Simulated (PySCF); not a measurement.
**SiHClO (SMILES O[Si]Cl): CASSCF(4,6)/ccECP-cc-pVDZ (core potential, 2 states averaged)**

What is the vertical singlet–triplet gap of SiHClO at CASSCF(4,6)/ccECP-cc-pVDZ (core potential, 2 states averaged)? The job is set up through a Python script.

Program for the calculation: PySCF 2.14.0.

2 further runs of the same task are left out: 2 set aside as unsound or not needed.

## (1) The system as given

SiHClO has 4 atoms, charge 0, and is taken as a singlet. As SMILES, `O[Si]Cl`. Geometry: relaxed at PBE0-D4/def2-TZVP.

Bond lengths: O1–Si2 1.637 Å, Si2–Cl3 2.110 Å, O1–H4 0.963 Å. Angles: O1–Si2–Cl3 101.3°, Si2–O1–H4 120.4°.

## (2) The excited states at CASSCF(4,6)/ccECP-cc-pVDZ (core potential, 2 states averaged)

The input, start.xyz:

```xyz
4
ClHOSi
O     -0.911800     0.450200    -0.308700
Si    -0.434200    -0.789700     0.647000
Cl     1.662300    -0.701000     0.421400
H     -0.260800     0.980400    -0.780000
```

The input, calc.py:

```python
import numpy
from pyscf import gto, mcscf

molecule = gto.M(
    atom='start.xyz',
    max_memory=1860,
    basis='ccecp-cc-pvdz',
    ecp='ccecp',
    spin=0,
    verbose=4,
)

mf = molecule.RHF()
mf.kernel()

cas = mcscf.CASSCF(mf, 6, 4)
cas.fix_spin_(ss=0.0)
cas = cas.state_average_([1 / 2] * 2)
cas.kernel()
states = list(cas.e_states)
e_tot = states[0]
print('E = %.10f Eh' % e_tot)

roots = (numpy.array(states[1:]) - states[0]) * 27.211386
print('state  energy (Eh)  excitation (eV)')
for i, e in enumerate(states):
    print('%3d %16.8f %9.4f' % (i, e, (e - states[0]) * 27.211386))
```

Run with:

```
OMP_NUM_THREADS=1 python calc.py
```

Log:

```text
PySCF version 2.14.0

[INPUT] num. atoms = 4
[INPUT] num. electrons = 18
[INPUT] charge = 0
[INPUT] spin (= nelec alpha-beta = 2S) = 0
[INPUT] symmetry False subgroup None
[INPUT] Mole.unit = angstrom
[INPUT] Symbol           X                Y                Z      unit          X                Y                Z       unit  Magmom
[INPUT]  1 O     -0.911800000000   0.450200000000  -0.308700000000 AA   -1.723052280378   0.850754701279  -0.583358454653 Bohr   0.0
[INPUT]  2 Si    -0.434200000000  -0.789700000000   0.647000000000 AA   -0.820519083286  -1.492316720569   1.222652802594 Bohr   0.0
[INPUT]  3 Cl     1.662300000000  -0.701000000000   0.421400000000 AA    3.141291736865  -1.324698013320   0.796330588892 Bohr   0.0
[INPUT]  4 H     -0.260800000000   0.980400000000  -0.780000000000 AA   -0.492840573287   1.852687492524  -1.473986377161 Bohr   0.0

nuclear repulsion = 27.9487666979246
number of shells = 18
number of NR pGTOs = 155
number of NR cGTOs = 44
basis = ccecp-cc-pvdz
ecp = ccecp

******** <class 'pyscf.scf.hf.RHF'> ********
method = RHF
initial guess = minao
damping factor = 0
level_shift factor = 0
DIIS = <class 'pyscf.scf.diis.CDIIS'>
diis_start_cycle = 1
diis_space = 8
diis_damp = 0
SCF conv_tol = 1e-09
SCF conv_tol_grad = None
SCF max_cycles = 50
direct_scf = True
direct_scf_tol = 1e-13
Set gradient conv threshold to 3.16228e-05
Initial guess from minao.
init E= -34.6516568556809
  HOMO = -0.278901197063089  LUMO = -0.0288542401278677  gap/eV = 6.80412
cycle= 1 E= -34.8211149914335  delta_E= -0.169  |g|= 0.516  |ddm|= 2.78
  HOMO = -0.382862622226818  LUMO = 0.0281903003990254  gap/eV = 11.18532
cycle= 2 E= -34.8649479045877  delta_E= -0.0438  |g|= 0.306  |ddm|= 1.01
  HOMO = -0.376648353827863  LUMO = 0.0372680799701506  gap/eV = 11.26324
cycle= 3 E= -34.8836457809567  delta_E= -0.0187  |g|= 0.0372  |ddm|= 0.375
  HOMO = -0.374177631114937  LUMO = 0.0431924322086226  gap/eV = 11.35722
cycle= 4 E= -34.8842154949051  delta_E= -0.00057  |g|= 0.0105  |ddm|= 0.0911
  HOMO = -0.374525480991235  LUMO = 0.0427051243807344  gap/eV = 11.35342
cycle= 5 E= -34.884289112089  delta_E= -7.36e-05  |g|= 0.00267  |ddm|= 0.0333
  HOMO = -0.374246014160179  LUMO = 0.0429655000921254  gap/eV = 11.35290
cycle= 6 E= -34.8842963863616  delta_E= -7.27e-06  |g|= 0.000779  |ddm|= 0.012
  HOMO = -0.374285547193374  LUMO = 0.0429037036917768  gap/eV = 11.35230
cycle= 7 E= -34.8842970004095  delta_E= -6.14e-07  |g|= 0.000159  |ddm|= 0.00346
  HOMO = -0.374243602115702  LUMO = 0.0429347929527557  gap/eV = 11.35200
cycle= 8 E= -34.8842970235539  delta_E= -2.31e-08  |g|= 2.94e-05  |ddm|= 0.000574
  HOMO = -0.37424473644273  LUMO = 0.0429310956492679  gap/eV = 11.35193
cycle= 9 E= -34.8842970243111  delta_E= -7.57e-10  |g|= 7.91e-06  |ddm|= 8.27e-05
  HOMO = -0.374244415328503  LUMO = 0.0429310739786624  gap/eV = 11.35192
Extra cycle  E= -34.8842970243571  delta_E= -4.6e-11  |g|= 3.16e-06  |ddm|= 1.84e-05
converged SCF energy = -34.8842970243571

******** <class 'pyscf.mcscf.addons.StateAverageCASSCF'> ********
CAS (2e+2e, 6o), ncore = 7, nvir = 31
max_cycle_macro = 50
max_cycle_micro = 4
conv_tol = 1e-07
conv_tol_grad = None
orbital rotation max_stepsize = 0.02
orbital rotation threshold for CI restart = 0.01
augmented hessian ah_max_cycle = 30
augmented hessian ah_conv_tol = 1e-12
augmented hessian ah_linear dependence = 1e-14
augmented hessian ah_level shift = 1e-08
augmented hessian ah_start_tol = 2.5
augmented hessian ah_start_cycle = 3
augmented hessian ah_grad_trust_region = 3
kf_trust_region = 3
kf_interval = 4
ci_response_space = 4
ci_grad_trust_region = 3
with_dep4 0
natorb = False
canonicalization = True
sorting_mo_energy = False
ao2mo_level = 2
internal_rotation = False
******** <class 'pyscf.mcscf.addons.StateAverageSpinPenaltyFCISolver'> ********
max. cycles = 50
conv_tol = 1e-08
davidson only = True
linear dependence = 1e-12
level shift = 0.001
max iter space = 12
nroots = 2
pspace_size = 400
spin = None
State-average over 2 states with weights [0.5, 0.5]
CASCI E = -34.7922656348000  S^2 = 0.0000000
Set conv_tol_grad to 0.000316228
macro iter   1 ( 21 JK    4 micro), CASSCF E = -34.8030732600531  dE = -1.08076253e-02  S^2 = 0.0000000
               |grad[o]|=0.0645  |ddm|=0.0312  |maxRot[o]|=0.265
macro iter   2 ( 21 JK    4 micro), CASSCF E = -34.8079631130924  dE = -4.88985304e-03  S^2 = 0.0000000
               |grad[o]|=0.029  |ddm|=0.00868  |maxRot[o]|= 0.16
macro iter   3 ( 21 JK    4 micro), CASSCF E = -34.8123424370729  dE = -4.37932398e-03  S^2 = 0.0000000
               |grad[o]|=0.0202  |ddm|=0.00792  |maxRot[o]|=0.164
macro iter   4 ( 21 JK    4 micro), CASSCF E = -34.8171903554731  dE = -4.84791840e-03  S^2 = 0.0000000
               |grad[o]|=0.0157  |ddm|=0.0112  |maxRot[o]|=0.214
macro iter   5 ( 21 JK    4 micro), CASSCF E = -34.8210993027242  dE = -3.90894725e-03  S^2 = 0.0000000
               |grad[o]|=0.012  |ddm|=0.0102  |maxRot[o]|=0.232
macro iter   6 ( 21 JK    4 micro), CASSCF E = -34.8235412047260  dE = -2.44190200e-03  S^2 = 0.0000000
               |grad[o]|=0.00741  |ddm|=0.00418  |maxRot[o]|=0.201
macro iter   7 ( 18 JK    4 micro), CASSCF E = -34.8249117235410  dE = -1.37051882e-03  S^2 = 0.0000000
               |grad[o]|=0.00593  |ddm|=0.0128  |maxRot[o]|=0.185
macro iter   8 ( 16 JK    4 micro), CASSCF E = -34.8250968914898  dE = -1.85167949e-04  S^2 = 0.0000000
               |grad[o]|=0.00539  |ddm|=0.0111  |maxRot[o]|=0.0574
macro iter   9 ( 12 JK    4 micro), CASSCF E = -34.8251698553332  dE = -7.29638434e-05  S^2 = 0.0000000
               |grad[o]|=0.00271  |ddm|=0.0052  |maxRot[o]|=0.0293
macro iter  10 ( 11 JK    4 micro), CASSCF E = -34.8251918484865  dE = -2.19931533e-05  S^2 = 0.0000000
               |grad[o]|=0.0015  |ddm|=0.00138  |maxRot[o]|=0.0191
macro iter  11 (  8 JK    2 micro), CASSCF E = -34.8251928791901  dE = -1.03070363e-06  S^2 = 0.0000000
               |grad[o]|=0.000366  |ddm|=0.000218  |maxRot[o]|=0.00488
macro iter  12 (  3 JK    1 micro), CASSCF E = -34.8251928861924  dE = -7.00227076e-09  S^2 = 0.0000000
               |grad[o]|=3.36e-05  |ddm|=2.72e-05  |maxRot[o]|=0.000363
1-step CASSCF converged in  12 macro (194 JK  43 micro) steps
CASSCF canonicalization
Density matrix diagonal elements [1.95898157 1.46978892 0.5130772  0.02047623 0.02599919 0.0116769 ]
CASSCF energy = -34.8251928861924
CASCI E = -34.8251928861924  E(CI) = -3.78104065237399  S^2 = 0.0000000
CASCI state-averaged energy = -34.8251928861924
CASCI energy for each state
  State 0 weight 0.5  E = -34.9140977280781 S^2 = 0.0000000
  State 1 weight 0.5  E = -34.7362880443067 S^2 = 0.0000000
E = -34.9140977281 Eh
state  energy (Eh)  excitation (eV)
  0     -34.91409773    0.0000
  1     -34.73628804    4.8384
```

Wall time 19 s (1 thread of Intel Xeon Platinum 8259CL at 2.50GHz (Skylake/Cascade Lake), shared host); peak memory 0.13 GiB.

## (3) The triplet, same level

The input, mol.xyz:

```xyz
4
ClHOSi
O     -0.911800     0.450200    -0.308700
Si    -0.434200    -0.789700     0.647000
Cl     1.662300    -0.701000     0.421400
H     -0.260800     0.980400    -0.780000
```

The input, input.py:

```python
import numpy
from pyscf import gto, scf, mcscf

mol = gto.M(
    atom='mol.xyz',
    ecp={'O': 'ccecp', 'Si': 'ccecp', 'Cl': 'ccecp', 'H': 'ccecp'},
    max_memory=1860,
    basis='ccecp-cc-pvdz',
    spin=2,
    verbose=4,
)

mf = scf.ROHF(mol)
mf.kernel()
if not mf.converged:
    mf = mf.newton().run(mf.mo_coeff, mf.mo_occ)

cas = mcscf.CASSCF(mf, 6, 4)
cas.fix_spin_(ss=2.0)
cas = cas.state_average_([1 / 2] * 2)
cas.kernel()
states = list(cas.e_states)
e_final = states[0]
print(f'total energy: {e_final:.8f} hartree')

roots = (numpy.array(states[1:]) - states[0]) * 27.211386
print('state  energy (Eh)  excitation (eV)')
for i, e in enumerate(states):
    print('%3d %16.8f %9.4f' % (i, e, (e - states[0]) * 27.211386))
```

Run with:

```
OMP_NUM_THREADS=1 python input.py
```

Log:

```text
PySCF version 2.14.0

[INPUT] num. atoms = 4
[INPUT] num. electrons = 18
[INPUT] charge = 0
[INPUT] spin (= nelec alpha-beta = 2S) = 2
[INPUT] symmetry False subgroup None
[INPUT] Mole.unit = angstrom
[INPUT] Symbol           X                Y                Z      unit          X                Y                Z       unit  Magmom
[INPUT]  1 O     -0.911800000000   0.450200000000  -0.308700000000 AA   -1.723052280378   0.850754701279  -0.583358454653 Bohr   0.0
[INPUT]  2 Si    -0.434200000000  -0.789700000000   0.647000000000 AA   -0.820519083286  -1.492316720569   1.222652802594 Bohr   0.0
[INPUT]  3 Cl     1.662300000000  -0.701000000000   0.421400000000 AA    3.141291736865  -1.324698013320   0.796330588892 Bohr   0.0
[INPUT]  4 H     -0.260800000000   0.980400000000  -0.780000000000 AA   -0.492840573287   1.852687492524  -1.473986377161 Bohr   0.0

nuclear repulsion = 27.9487666979246
number of shells = 18
number of NR pGTOs = 155
number of NR cGTOs = 44
basis = ccecp-cc-pvdz
ecp = {'O': 'ccecp', 'Si': 'ccecp', 'Cl': 'ccecp', 'H': 'ccecp'}

******** <class 'pyscf.scf.rohf.ROHF'> ********
method = ROHF
initial guess = minao
damping factor = 0
level_shift factor = 0
DIIS = <class 'pyscf.scf.diis.CDIIS'>
diis_start_cycle = 1
diis_space = 8
diis_damp = 0
SCF conv_tol = 1e-09
SCF conv_tol_grad = None
SCF max_cycles = 50
direct_scf = True
direct_scf_tol = 1e-13
num. doubly occ = 8  num. singly occ = 2
Set gradient conv threshold to 3.16228e-05
init E= -34.6516568556809
  HOMO = -0.0288542401278671  LUMO = 0.0763878756438534  gap/eV = 2.86378
cycle= 1 E= -34.7201239252142  delta_E= -0.0685  |g|= 0.488  |ddm|= 2.55
  HOMO = -0.108920999944697  LUMO = 0.12356987624705  gap/eV = 6.32640
cycle= 2 E= -34.7780272261622  delta_E= -0.0579  |g|= 0.288  |ddm|= 1.06
  HOMO = -0.0839515205847194  LUMO = 0.13628584898457  gap/eV = 5.99296
cycle= 3 E= -34.8004637933973  delta_E= -0.0224  |g|= 0.0489  |ddm|= 0.286
  HOMO = -0.0756739063516716  LUMO = 0.143851917922001  gap/eV = 5.97360
cycle= 4 E= -34.8022762048279  delta_E= -0.00181  |g|= 0.0114  |ddm|= 0.123
  HOMO = -0.0761679011080898  LUMO = 0.143568832182245  gap/eV = 5.97934
cycle= 5 E= -34.8023859977099  delta_E= -0.00011  |g|= 0.00289  |ddm|= 0.037
  HOMO = -0.0748977679036245  LUMO = 0.144065678740158  gap/eV = 5.95830
cycle= 6 E= -34.8023912510844  delta_E= -5.25e-06  |g|= 0.000875  |ddm|= 0.00483
  HOMO = -0.0750448564177599  LUMO = 0.143976614639708  gap/eV = 5.95988
cycle= 7 E= -34.8023918015358  delta_E= -5.5e-07  |g|= 0.000215  |ddm|= 0.00184
  HOMO = -0.0750389544966337  LUMO = 0.143984105501825  gap/eV = 5.95992
cycle= 8 E= -34.80239184904  delta_E= -4.75e-08  |g|= 6.62e-05  |ddm|= 0.000526
  HOMO = -0.075036242278234  LUMO = 0.143981668606867  gap/eV = 5.95978
cycle= 9 E= -34.8023918531452  delta_E= -4.11e-09  |g|= 1.66e-05  |ddm|= 0.000149
  HOMO = -0.0750370215997676  LUMO = 0.143980952122776  gap/eV = 5.95978
cycle= 10 E= -34.8023918534292  delta_E= -2.84e-10  |g|= 4.96e-06  |ddm|= 4.37e-05
  HOMO = -0.0750371406838042  LUMO = 0.143981069174637  gap/eV = 5.95979
Extra cycle  E= -34.8023918534462  delta_E= -1.7e-11  |g|= 2.05e-06  |ddm|= 8.46e-06
converged SCF energy = -34.8023918534462

******** <class 'pyscf.mcscf.addons.StateAverageCASSCF'> ********
CAS (3e+1e, 6o), ncore = 7, nvir = 31
max_cycle_macro = 50
max_cycle_micro = 4
conv_tol = 1e-07
conv_tol_grad = None
orbital rotation max_stepsize = 0.02
orbital rotation threshold for CI restart = 0.01
augmented hessian ah_max_cycle = 30
augmented hessian ah_conv_tol = 1e-12
augmented hessian ah_linear dependence = 1e-14
augmented hessian ah_level shift = 1e-08
augmented hessian ah_start_tol = 2.5
augmented hessian ah_start_cycle = 3
augmented hessian ah_grad_trust_region = 3
kf_trust_region = 3
kf_interval = 4
ci_response_space = 4
ci_grad_trust_region = 3
with_dep4 0
natorb = False
canonicalization = True
sorting_mo_energy = False
ao2mo_level = 2
internal_rotation = False
******** <class 'pyscf.mcscf.addons.StateAverageSpinPenaltyFCISolver'> ********
max. cycles = 50
conv_tol = 1e-08
davidson only = True
linear dependence = 1e-12
level shift = 0.001
max iter space = 12
nroots = 2
pspace_size = 400
spin = None
State-average over 2 states with weights [0.5, 0.5]
CASCI E = -34.7331391195420  S^2 = 2.0000000
Set conv_tol_grad to 0.000316228
macro iter   1 ( 21 JK    4 micro), CASSCF E = -34.7446918643577  dE = -1.15527448e-02  S^2 = 2.0000000
               |grad[o]|=0.0706  |ddm|=0.0408  |maxRot[o]|=0.262
macro iter   2 ( 21 JK    4 micro), CASSCF E = -34.7480645968882  dE = -3.37273253e-03  S^2 = 2.0000000
               |grad[o]|=0.0174  |ddm|=0.0531  |maxRot[o]|= 0.29
macro iter   3 ( 21 JK    4 micro), CASSCF E = -34.7549609330779  dE = -6.89633619e-03  S^2 = 2.0000000
               |grad[o]|=0.0148  |ddm|=0.0096  |maxRot[o]|=0.209
macro iter   4 ( 21 JK    4 micro), CASSCF E = -34.7586446354665  dE = -3.68370239e-03  S^2 = 2.0000000
               |grad[o]|=0.0131  |ddm|=0.0154  |maxRot[o]|= 0.25
macro iter   5 ( 21 JK    4 micro), CASSCF E = -34.7607144063101  dE = -2.06977084e-03  S^2 = 2.0000000
               |grad[o]|=0.00736  |ddm|= 0.01  |maxRot[o]|=0.281
macro iter   6 ( 19 JK    4 micro), CASSCF E = -34.7608734855610  dE = -1.59079251e-04  S^2 = 2.0000000
               |grad[o]|=0.00527  |ddm|=0.00444  |maxRot[o]|=0.108
macro iter   7 ( 21 JK    4 micro), CASSCF E = -34.7612842541603  dE = -4.10768599e-04  S^2 = 2.0000000
               |grad[o]|=0.00474  |ddm|=0.00118  |maxRot[o]|=0.113
macro iter   8 ( 21 JK    4 micro), CASSCF E = -34.7615929060909  dE = -3.08651931e-04  S^2 = 2.0000000
               |grad[o]|=0.00213  |ddm|=0.00539  |maxRot[o]|=  0.3
macro iter   9 ( 19 JK    4 micro), CASSCF E = -34.7616523446403  dE = -5.94385494e-05  S^2 = 2.0000000
               |grad[o]|=0.0026  |ddm|=0.00197  |maxRot[o]|= 0.06
macro iter  10 ( 24 JK    4 micro), CASSCF E = -34.7616618354604  dE = -9.49082013e-06  S^2 = 2.0000000
               |grad[o]|=0.000824  |ddm|=0.000564  |maxRot[o]|=0.0166
macro iter  11 ( 22 JK    4 micro), CASSCF E = -34.7616688442564  dE = -7.00879601e-06  S^2 = 2.0000000
               |grad[o]|=0.000276  |ddm|=0.00119  |maxRot[o]|=0.047
macro iter  12 ( 21 JK    4 micro), CASSCF E = -34.7616849465316  dE = -1.61022751e-05  S^2 = 2.0000000
               |grad[o]|=0.000409  |ddm|=0.0025  |maxRot[o]|=0.0731
macro iter  13 ( 21 JK    4 micro), CASSCF E = -34.7617167837147  dE = -3.18371831e-05  S^2 = 2.0000000
               |grad[o]|=0.000961  |ddm|=0.00191  |maxRot[o]|=0.0602
macro iter  14 ( 21 JK    4 micro), CASSCF E = -34.7617690194351  dE = -5.22357204e-05  S^2 = 2.0000000
               |grad[o]|=0.00082  |ddm|=0.00377  |maxRot[o]|=0.116
macro iter  15 ( 20 JK    4 micro), CASSCF E = -34.7617795276530  dE = -1.05082179e-05  S^2 = 2.0000000
               |grad[o]|=0.00196  |ddm|=0.00272  |maxRot[o]|=0.0274
macro iter  16 ( 16 JK    4 micro), CASSCF E = -34.7618802380993  dE = -1.00710446e-04  S^2 = 2.0000000
               |grad[o]|=0.00192  |ddm|=0.00969  |maxRot[o]|= 0.12
macro iter  17 ( 20 JK    4 micro), CASSCF E = -34.7618884099252  dE = -8.17182594e-06  S^2 = 2.0000000
               |grad[o]|=0.00184  |ddm|=0.00355  |maxRot[o]|=0.0342
macro iter  18 ( 17 JK    4 micro), CASSCF E = -34.7619022880782  dE = -1.38781530e-05  S^2 = 2.0000000
               |grad[o]|=0.0021  |ddm|=0.00246  |maxRot[o]|=0.0127
macro iter  19 ( 18 JK    4 micro), CASSCF E = -34.7618928302874  dE =  9.45779078e-06  S^2 = 2.0000000
               |grad[o]|=0.00168  |ddm|=0.00451  |maxRot[o]|=0.0121
macro iter  20 ( 17 JK    4 micro), CASSCF E = -34.7619583441403  dE = -6.55138529e-05  S^2 = 2.0000000
               |grad[o]|=0.00195  |ddm|=0.00176  |maxRot[o]|=0.0542
macro iter  21 ( 18 JK    4 micro), CASSCF E = -34.7620158665648  dE = -5.75224245e-05  S^2 = 2.0000000
               |grad[o]|=0.00111  |ddm|=0.0026  |maxRot[o]|=0.0819
macro iter  22 ( 16 JK    4 micro), CASSCF E = -34.7620348499671  dE = -1.89834023e-05  S^2 = 2.0000000
               |grad[o]|=0.00133  |ddm|=0.00217  |maxRot[o]|=0.0175
macro iter  23 ( 17 JK    4 micro), CASSCF E = -34.7620609561748  dE = -2.61062076e-05  S^2 = 2.0000000
               |grad[o]|=0.0012  |ddm|=0.00198  |maxRot[o]|=0.0601
macro iter  24 ( 24 JK    4 micro), CASSCF E = -34.7620741528168  dE = -1.31966420e-05  S^2 = 2.0000000
               |grad[o]|=0.000986  |ddm|=0.00124  |maxRot[o]|=0.0237
macro iter  25 ( 21 JK    4 micro), CASSCF E = -34.7620805704200  dE = -6.41760320e-06  S^2 = 2.0000000
               |grad[o]|=0.000479  |ddm|=0.00117  |maxRot[o]|=0.0359
macro iter  26 ( 24 JK    4 micro), CASSCF E = -34.7620830731282  dE = -2.50270827e-06  S^2 = 2.0000000
               |grad[o]|=0.00046  |ddm|=0.000463  |maxRot[o]|=0.012
macro iter  27 (  8 JK    1 micro), CASSCF E = -34.7620833231045  dE = -2.49976324e-07  S^2 = 2.0000000
               |grad[o]|=0.000116  |ddm|=7.46e-05  |maxRot[o]|=0.0041
macro iter  28 (  7 JK    1 micro), CASSCF E = -34.7620834944547  dE = -1.71350109e-07  S^2 = 2.0000000
               |grad[o]|=0.000105  |ddm|=4.67e-05  |maxRot[o]|=0.00321
macro iter  29 (  7 JK    1 micro), CASSCF E = -34.7620836154216  dE = -1.20966973e-07  S^2 = 2.0000000
               |grad[o]|=0.000103  |ddm|=6.46e-05  |maxRot[o]|=0.00284
macro iter  30 (  8 JK    1 micro), CASSCF E = -34.7620836778764  dE = -6.24547454e-08  S^2 = 2.0000000
               |grad[o]|=5.7e-05  |ddm|=5.83e-05  |maxRot[o]|=0.00185
1-step CASSCF converged in  30 macro (552 JK 108 micro) steps
CASSCF canonicalization
Density matrix diagonal elements [1.98202348 1.00007243 0.50261739 0.46953791 0.03519425 0.01055454]
CASSCF energy = -34.7620836778764
CASCI E = -34.7620836778764  E(CI) = -4.16324944341028  S^2 = 2.0000000
CASCI state-averaged energy = -34.7620836778764
CASCI energy for each state
  State 0 weight 0.5  E = -34.8178553677115 S^2 = 2.0000000
  State 1 weight 0.5  E = -34.7063119880413 S^2 = 2.0000000
total energy: -34.81785537 hartree
state  energy (Eh)  excitation (eV)
  0     -34.81785537    0.0000
  1     -34.70631199    3.0352
```

It took 44 s on 1 thread of Intel Xeon Platinum 8259CL at 2.50GHz (Skylake/Cascade Lake), shared host; peak memory 0.13 GiB.

## (4) Summary of results

Level: CASSCF(4,6)/ccECP-cc-pVDZ (core potential, 2 states averaged).

| quantity | value |
| --- | --- |
| singlet: energy of the lowest of 2 roots | -34.91410 Eh |
| singlet: dipole moment (Hartree–Fock density) | 0.84 D |
| singlet: HOMO energy (Hartree–Fock orbitals) | -10.18 eV |
| singlet: LUMO energy (Hartree–Fock orbitals) | 1.17 eV |
| singlet: HOMO–LUMO gap (Hartree–Fock orbitals) | 11.35 eV |
| singlet: lowest excitation energy within this active space | 4.84 eV |
| triplet: energy of the lowest of 2 roots | -34.81786 Eh |
| triplet: dipole moment (Hartree–Fock density) | 0.91 D |
| triplet: lowest excitation energy within this active space | 3.04 eV |
| vertical energy of the triplet above the singlet | 2.619 eV |

At this shape the triplet lies 2.62 eV (60 kcal/mol) above the singlet. The orbitals (singlet) are averaged over several states, so each root lies above its own optimum (it can stand above Hartree-Fock), and forces and dipoles share that bias. The orbitals (triplet) are averaged over several states, so each root lies above its own optimum (it can stand above Hartree-Fock), and forces and dipoles share that bias.
